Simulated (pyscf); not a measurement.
PySCF, gas phase, ωB97X-D3(BJ)/def2-SVP geometries.

Q: For the elementary gas-phase step HO–Si(F)(F)–F + H• -> F–Si•(F)–F + H₂O (doublet surface; O–Si broken, H–O formed), what barrier and reaction energy does PBE0-D3(BJ)/def2-TZVP give, measured from the separated reactants?

A: ΔE‡ = 1.29 eV, ΔE = +0.75 eV. ωB97M-D3(BJ)/def2-TZVP gives 1.48 eV and +0.86 eV. Zero-point energy shifts the barrier by +0.02 eV. It is a substitution at O, with an imaginary mode of 1860i cm⁻¹. On the product side the descent ends in a complex, 0.32 eV under the separated species and 1.08 eV under the saddle at ωB97X-D3(BJ)/def2-TZVP. At ωB97X-D3(BJ) the barrier from the zero used here is 1.63 eV. This is the saddle that the search found; another between the same sides may lie lower. The angle at the attacked O is 140°.
